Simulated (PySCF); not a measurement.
Working out the electron affinity of Cl

Cl⁻ [Ar] (1S) → Cl [Ne] 3s2 3p5 (2P). Computed with PySCF 2.14 in aug-cc-pV(T+d)Z with one added diffuse shell each of s, p, d, f type (7s6p5d3f, 71 functions), with no relativity, point nucleus. Frozen: [Ne]. Energies in hartree (1 hartree = 27.21139 eV):

```csv
part,Cl⁻ (lower),Cl (upper)
UHF,-459.573485,-459.486133
MP2 opposite-spin,-0.156393,-0.124925
MP2 same-spin,-0.052201,-0.037276
```

Question: What does Hartree-Fock give?

Answer: (-459.486133) − (-459.573485) = 0.087352 hartree = 2.377 eV.

Question: What do MP2 and SCS-MP2 (6/5 opposite-spin, 1/3 same-spin) give?

Answer: The opposite-spin parts differ by 0.856 eV and the same-spin parts by 0.406 eV. MP2: 2.377 + (0.856) + (0.406) = 3.639 eV. SCS-MP2: 2.377 + 1.2 × (0.856) + (0.406)/3 = 3.540 eV.

A first-order spin-orbit estimate adds -0.034 eV to MP2 (valence), giving 3.605 eV against 3.613 eV (measured; photodetachment measurements, as compiled on the Wikipedia data page of electron affinities).

What remains against the reference includes basis incompleteness, the frozen core and correlation beyond second order.
